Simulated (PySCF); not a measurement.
## Frontier levels across methods

C₃H₅N₃.
Numbering: `[CH3:1][n:2]1[n:3][cH:4][cH:5][n:6]1` (hydrogens: H7, H8, H9 on C1; H10 on C4; H11 on C5)

Structure used (PBE0-D3(BJ)/def2-SVP), in Å, numbered top down from 1:
```
atom  x, y, z in Å
C1    -1.7134   -0.0991   -0.5574
N2    -0.3394   -0.0238   -0.1327
N3     0.3507   -1.0955    0.1907
C4     1.5359   -0.6144    0.5541
C5     1.4958    0.7832    0.4286
N6     0.2881    1.1244   -0.0110
H7    -2.3790    0.2969    0.2233
H8    -1.9461   -1.1529   -0.7432
H9    -1.8473    0.4871   -1.4757
H10    2.3394   -1.2730    0.8764
H11    2.2595    1.5329    0.6245
```

Basis pcSseg-2 throughout (PySCF), one geometry. Isolated species at its PBE0-D3(BJ)/def2-SVP geometry, gas phase.

Question: How do the orbital energies, the gap and the dipole change with the method?

Answer: 
```
method          kind  HOMO (eV)  LUMO (eV)  gap (eV)  μ (D)  SCF cycles
  BLYP           GGA      -6.33      -1.06      5.27   0.52          16
  OPBE           GGA      -6.43      -1.04      5.39   0.60          15
   PBE           GGA      -6.48      -1.16      5.32   0.56          16
  BP86           GGA      -6.57      -1.24      5.32   0.55          16
   LDA           LDA      -6.69      -1.38      5.30   0.55          15
    HF  Hartree–Fock      -9.87       2.76     12.63   0.36          12
```

The HOMO spans 3.53 eV, from BLYP down to HF, and the gap runs from 5.27 eV (BLYP) to 12.63 eV (HF). The dipole ranges from 0.36 D (HF) to 0.60 D (OPBE). This basis has no diffuse functions.
